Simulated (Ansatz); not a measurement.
H2MgN (`[NH2][Mg]`) radical, relaxed with UKS PBE0-D4/def2-TZVP in the Gaussian-basis code of Ansatz from a PBE-D4/def2-SVP geometry. The force threshold is 0.005 eV/Å; the program also tests the step.

Total charge 0; spin multiplicity 2.

Start:

```xyz
4

N    -0.008    0.164    0.060
Mg   -0.009   -1.639   -0.591
H    -0.116    1.015   -0.502
H     0.134    0.460    1.033
```

```tsv
step	energy (eV)	largest force (eV/Å)	largest move (Å)
1	-6962.5977	0.577	0.000
2	-6962.6104	0.155	0.011
3	-6962.6116	0.032	0.011
4	-6962.6117	0.009	0.003
5	-6962.6117	0.000	0.002
```

End:

```xyz
4

N     0.001    0.165    0.059
Mg   -0.011   -1.620   -0.584
H    -0.118    1.001   -0.495
H     0.128    0.454    1.019
```

Hardware: 2 threads of a server CPU on a shared host. Wall time 4 s, peak host memory 0.16 GiB.
